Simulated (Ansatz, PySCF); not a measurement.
This Ansatz (a quantum-chemistry and plane-wave program) input computes a B3LYP/def2-TZVPD energy:

Ansatz 0.2 input:
```yaml
crystal:
  periodic: [false, false, false]
  atoms:
    - {symbol: C, position_ang: [0.17374100, 0.87290308, -0.00032070]}
    - {symbol: C, position_ang: [1.58893377, 0.53736175, -0.01617525]}
    - {symbol: Cl, position_ang: [-0.85056784, -0.69876990, 0.00792755]}
    - {symbol: H, position_ang: [-0.14506536, 1.39307162, 0.89742769]}
    - {symbol: H, position_ang: [-0.16432700, 1.39624905, -0.88913114]}
    - {symbol: H, position_ang: [2.10649887, 0.31243964, 0.90551097]}
    - {symbol: H, position_ang: [2.08649814, 0.31573899, -0.94960019]}
basis:
  gaussian:
    orbitals: def2-TZVPD
hamiltonian:
  xc: {name: B3LYP}
magnetization: {spin_polarized: true, initial_magnetization: 1}
output: {forces: true}
```

Task: Write an input for the same energy in PySCF and say what it gives.

Result: 
```python
from pyscf import gto, scf, dft

mol = gto.M(
    atom='''
    C     0.17374100    0.87290308   -0.00032070
    C     1.58893377    0.53736175   -0.01617525
    Cl   -0.85056784   -0.69876990    0.00792755
    H    -0.14506536    1.39307162    0.89742769
    H    -0.16432700    1.39624905   -0.88913114
    H     2.10649887    0.31243964    0.90551097
    H     2.08649814    0.31573899   -0.94960019
    ''',
    basis='def2-tzvpd',
    charge=0,
    spin=1,
    verbose=4,
)

mf = dft.UKS(mol, xc='b3lyp').density_fit(auxbasis='def2-universal-jkfit')
mf.grids.level = 3
mf.conv_tol = 1e-9
mf.max_cycle = 100
mf.max_memory = 1500
mf.kernel()
if not mf.converged:
    mf = mf.newton()
    mf.kernel(mf.make_rdm1())
for _ in range(2):
    mo, _, stable, _ = mf.stability(return_status=True)
    if stable:
        break
    mf.kernel(mf.make_rdm1(mo, mf.mo_occ))
mf.analyze()
```
It gives -538.82097 Eh, and Ansatz -538.82089 Eh, a difference of 0.08 mEh, from the treatment of integrals and grids.

It need not be the lowest isomer of its formula.
